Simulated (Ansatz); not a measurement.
Wavefunction ladder for C2H6O3 (`OCC(O)O`)

```xyz
11

O     0.176    0.087    1.668
C     0.631   -0.611    0.529
C    -0.129   -0.138   -0.695
O     0.247    1.209   -0.879
O    -1.503   -0.264   -0.519
H     0.370    1.019    1.515
H     1.707   -0.479    0.371
H     0.425   -1.668    0.699
H     0.126   -0.736   -1.578
H    -0.369    1.594   -1.510
H    -1.682   -0.014    0.398
```

The species carries charge 0 and has multiplicity 1. The geometry is a stationary point of PBE0-D4/def2-TZVP. It is one conformer, not always the lowest. Frozen core, restricted reference, the Gaussian-basis code of Ansatz. CBS rows extrapolate triple and quadruple zeta; past MP2 they add the triple-zeta difference.

```csv
basis,HF (Eh),MP2 corr.,CCSD corr.,(T),CCSD(T) total
def2-TZVPP,-303.94408,?,?,?,?
def2-QZVPP,-303.95820,?,–,–,–
CBS(def2),-303.96014,-1.20713,-1.23108,as TZ,-305.23156
```

Q: Fill in the withheld values. (An estimate is asked.)

A: Computed: def2-TZVPP MP2 corr.: -1.06529; def2-TZVPP CCSD corr.: -1.08924; def2-TZVPP (T): -0.04034; def2-TZVPP CCSD(T) total: -305.07366; def2-QZVPP MP2 corr.: -1.14677.
